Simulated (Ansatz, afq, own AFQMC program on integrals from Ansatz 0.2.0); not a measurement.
# Where AFQMC and coupled cluster stand for CHO, doublet

```xyz
3

O     0.0000   -0.1067    0.5392
C     0.0000    0.0813   -0.8077
H     0.0000    0.7248    1.0661
```

Connectivity, by distances: OH–C.

Basis cc-pVDZ. Only valence electrons are correlated. Integrals, coupled cluster, full CI and functionals: Ansatz 0.2.0; the random walks run on the same integrals in our own AFQMC program. ph-AFQMC/CISD is guided by a CISD state made of CCSD amplitudes; releasing the constraint for a short imaginary time cuts its bias at the price of noise, slowly where states lie close. Free AFQMC starts from the CCSD state and is never constrained. Its projection time is finite, and what remains of the start isn't in its error. Uncertainties: one standard error, sampling alone.

Determinant: ROHF, the one that the program's search chose, which needn't be the lowest solution. The geometry is a point of a scan.

No full CI on the walks' own integrals is used here; CCSDT(Q) serves as the reference and is uncertain by about the last step of the cluster series.

Cautions: the ph-AFQMC/CISD walk drifts between its halves (2.2 errors).

The T1 diagnostic is 0.0257 and the weight of the determinant in the CISD state is 0.890. The size of the correlated space is 11 electrons in 31 orbitals.

Reference: CCSDT(Q), correlation energy -8.494 eV. The released energy is read at 2.40 1/Eh (meV from the phaseless value at times in 1/Eh: -28 ± 21 at 0.24, -42 ± 16 at 0.51, -50 ± 16 at 0.99, -56 ± 18 at 1.62, -7 ± 26 at 2.40).

```
         level  E − E(reference) (kcal/mol)  share of correlation (%)
            HF                       195.87                      0.00
           MP2                        19.50                     90.04
          CCSD                         6.63                     96.62
       CCSD(T)                         0.94                     99.52
         CCSDT                         0.47                     99.76
   ph-AFQMC/HF                  2.91 ± 1.48                     98.51
 ph-AFQMC/CISD                  0.76 ± 0.39                     99.61
released AFQMC                  0.60 ± 0.59                     99.69
    free AFQMC                 -0.44 ± 0.55                    100.23
```

Free projections are given only where their last times agree within the noise and don't stop above the reference; a slow remainder of the start can still hide under it. A walk keeps the symmetry of its determinant, which the program's search chose and which needn't be the lowest solution, so a lower state of the same spin and another symmetry isn't excluded. Released energies are given only where the last usable release times agree within the noise; a slower fall can still hide under it.
